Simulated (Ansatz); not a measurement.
CH2BCl: structure from calculated spectroscopic constants

These gas-phase data were calculated for one isomer of CH2BCl at PBE0-D3(BJ)/pcseg-1 (harmonic, unscaled wavenumbers; equilibrium rotational constants with average atomic masses):

```
rotational constants            : 60.61, 6.306, 5.711 GHz
all wavenumbers above 1500 cm⁻¹ : 3218, 2884, 1525
```

Candidates:

(1) `[BH2-]=[C+]Cl`, a singlet
(2) `B=CCl`, a singlet
(3) `C=BCl`, a singlet

Task: Which structure fits?

Result: Candidate (2). The band at 2884 cm⁻¹ lies where the B–H stretch is expected; (3) has no mode between 2350 and 2900 cm⁻¹. The band at 3218 cm⁻¹ lies where the C–H stretch is expected; (1) has no mode between 2750 and 3290 cm⁻¹.

The same quantities for all candidates:

|  | rotational constants (GHz) | wavenumbers above 1500 cm⁻¹ | E above the lowest, PBE0-D3(BJ)/pcseg-1 (kcal/mol) |
| --- | --- | --- | --- |
| (1) | 222.3, 5.233, 5.113 | 2687, 2605, 1598 | 62.6 |
| (2) | 60.61, 6.306, 5.711 | 3218, 2884, 1525 | 39.9 |
| (3) | 292.8, 4.766, 4.689 | 3268, 3183, 1681 | 0.0 |

Each candidate is one conformer. Programs: Ansatz 0.2.0.
